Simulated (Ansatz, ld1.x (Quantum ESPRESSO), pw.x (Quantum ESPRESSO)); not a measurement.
Re (Z = 75) (sc): variants of one RRKJ potential in the solid

- Element: Re (Z = 75)
- Generator: ld1.x (Quantum ESPRESSO) 7.5
- Type: norm-conserving RRKJ (Kleinman–Bylander form)
- Functional: LDA (PW92)
- Relativity: scalar-relativistic
- Frozen core: [Xe] 4f14
- Valence charge: 7
- Reference configuration: 5d5 6s2 6p0
- Partial waves: 6s (bound): rc 2.75 bohr; 5d (bound): rc 1.50 bohr; 6p (bound, empty): rc 2.90 bohr
- Local potential: the p channel
- Core correction: none
- rho0: 0.02

Crystal test: sc Re in pw.x 7.5, no spin, 13³ k-points, Fermi–Dirac smearing 0.01 Ry, cutoffs set for each file from its atomic test. The reference is all-electron LAPW (Ansatz 0.2.0) with the same functional, mesh and smearing; V0 and B0 come from Birch–Murnaghan fits to the pressures at five volumes. Errors are pseudo minus all-electron; Δ is the rms difference of the E(V) curves that follow from these fits, minima aligned, over ±6 % about the mean V0. Mesh and smearing are coarse, so the numbers serve the comparison and aren't converged zero-temperature values; the lattice is a test structure that the element need not adopt.

All-electron: a0 = 2.540 Å (V0 = 16.38 Å³/atom), B0 = 290.1 GPa.

Base: The largest radius (2.90 bohr) exceeds half the bond length (2.40 bohr), so the spheres overlap, which is one possible source of error among others. This is a poor potential for the solid.

1 further variants are left out: they gave no file fit for a test, a broken result, the same result as the base, or pressures whose basis-set error rivals the error shown.

A dash in a converged row means that the minimum lies outside the volumes sampled.

```csv
change,cutoffs (Ry),pw.x,mean pressure error (GPa)
base,100/400,converged,+37.27
wave 6s (bound): rc 2.75 bohr becomes 6s (bound): rc 2.36 bohr,100/400,converged,+37.51
wave 6s (bound): rc 2.75 bohr becomes 6s (bound): rc 3.10 bohr,100/400,converged,+36.47
wave 6s (bound): rc 2.75 bohr becomes 6s (bound): rc 3.50 bohr,100/400,converged,+34.56
```

Question: Give the row for: wave 6s (bound): rc 2.75 bohr becomes 6s (bound): rc 4.08 bohr.

Answer: pw.x: converged; mean pressure error (GPa): +28.87.
